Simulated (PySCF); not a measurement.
Spectroscopy problems

Theoretical values (PySCF 2.14): geometry: GFN2-xTB, J: B3LYP/pcJ-1 (spin–dipole term left out of most H,H and C,H couplings), GIAO PBE0/pcSseg-1 shieldings. In vacuum, averaged over atoms made equivalent by symmetry, fast rotation or ring inversion, one computed conformer, relativity neglected.

Chemical shifts δ = σref − σ; $^{1}$H (σ = 31.72 ppm), $^{13}$C (σ = 186.93 ppm) vs TMS, all at this level. Multiplet labels drop J under 1 Hz and among equivalent protons, and merge close values. Unscaled 3J(H,H) run several per cent high. Where no couplings were computed, multiplicities follow the n + 1 count of equivalent neighbours, and m marks all less simple cases (inequivalent or close neighbours, rings, F or P nearby). Shifts are as computed. Against solution values, carbons near 30 ppm lie about +3 ppm off and those near 130 ppm about +5 ppm (rms about the fit 2.1 ppm; single classes can miss by 10 ppm). Of 1328 compounds with measured shifts, 309 miss one by over three times the rms of a fit or turn the order of signals round; such compounds aren't used in these exercises. Signals without a measured value on file couldn't be tested in this way; 1H shifts scatter by 0.2 ppm about their fit, and single ones miss by 0.5 ppm.

(1) C6H10. $^{1}$H NMR (400 MHz, computed): δ 6.56 (dd, J = 18.3, 12.3 Hz, 1H), 5.79 (qq, J = 8.1, 1.9 Hz, 1H), 5.24 (dq, J = 18.3, 1.1 Hz, 1H), 5.22 (dq, J = 12.3, 1.1 Hz, 1H), 1.97 (d of sext, J = 8.1, 1.2 Hz, 3H), 1.86 (quint, J = 1.5 Hz, 3H). $^{13}$C{$^{1}$H} NMR (computed): δ 150.1, 140.9, 137.2, 116.0, 17.6, 13.1. Identify the compound.

(2) C6H8. $^{1}$H NMR (400 MHz, computed): δ 6.18 (m, 1H), 5.24 (m, 2H), 5.16 (m, 1H), 5.15 (m, 1H), 1.93 (s, 3H). $^{13}$C{$^{1}$H} NMR (computed): δ 224.3 (C), 146.5 (C), 119.9 (CH2), 102.5 (CH), 81.9 (CH2), 23.4 (CH3). Give a structure.

Answers

(1) `C=C/C(C)=C/C`. Rings plus π bonds: 2 (no ring in the answer). 6 carbon signals for 6 carbons: no two carbons are equivalent. Carbon types of the structure: 1 × C, 2 × CH, 1 × CH2, 2 × CH3, which accounts for all hydrogens. δC 150.1, 137.2: alkene CH; as expected for a trigonal carbon in a double bond. δC 140.9: fully substituted alkene carbon; as expected for a trigonal carbon in a double bond. δC 116.0: terminal =CH2 carbon; as expected for a trigonal carbon in a double bond. δH 6.56, 5.79: hydrogen on an alkene CH; attached to an sp2 carbon and in the plane of the double bond. The protons at 5.24 and 6.56 share a coupling of 18.3 Hz (vicinal, trans across C=C). The protons at 5.22 and 6.56 share a coupling of 12.3 Hz (vicinal, cis across C=C). The protons at 5.79 and 1.97 share a coupling of 8.1 Hz (vicinal).

The data come from this structure; uniqueness wasn't tested.

(2) 4-methyl-1,2,4-pentatriene. The formula gives 3 degrees of unsaturation (no ring in the answer). 6 carbon signals for 6 carbons: no two carbons are equivalent. Carbon types of the structure: 2 × C, 1 × CH, 2 × CH2, 1 × CH3, which accounts for all hydrogens. δC 224.3: central carbon of an allene; the central sp carbon of an allene is among the most deshielded carbons of hydrocarbons. δC 146.5: fully substituted alkene carbon; as expected for a trigonal carbon in a double bond. δC 119.9: terminal =CH2 carbon; the olefinic region. δC 102.5, 81.9: terminal carbon of a cumulated C=C=C unit.

The shifts were computed for this structure.
